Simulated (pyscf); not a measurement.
Single points on ωB97X-D3(BJ)/def2-SVP structures (PySCF, gas phase). Correlated levels are frozen-core, on RHF or UHF. ΔMP2 is the change of the MP2 total energy from the triple- to the quadruple-zeta basis.

Question: F–SiH₃ (SMILES F[SiH3]) + F–SiH: (SMILES F[SiH]) [singlet] → F–Si:–F (SMILES F[Si]F) [singlet] + SiH₄ (SMILES [SiH4])
Surface: singlet. Broken: F–Si, H–Si. Formed: F–Si, H–Si. Give ΔE‡ and ΔE from CCSD(T)/def2-TZVPP + ΔMP2(QZVPP), relative to the separated reactants.

Answer: ΔE‡ = 30.6 kJ/mol, ΔE = -85.7 kJ/mol. Zero-point energy shifts the barrier by +8.8 kJ/mol. It is a four-centre exchange, with an imaginary mode of 353i cm⁻¹. On the reactant side the descent ends in an adduct with a F–Si contact, 31.1 kJ/mol under the separated species and 39.0 kJ/mol under the saddle at ωB97X-D3(BJ)/def2-TZVP. What is counted as formed (F–Si) is already present as a longer contact in the reactant adduct; forming that adduct is a step of its own. At ωB97X-D3(BJ)/def2-TZVP the barrier from the zero used here is 7.9 kJ/mol. This is the saddle that the search found; another between the same sides may lie lower. The CCSD(T) − MP2 part came from Ansatz, without density fitting, on the same reference.
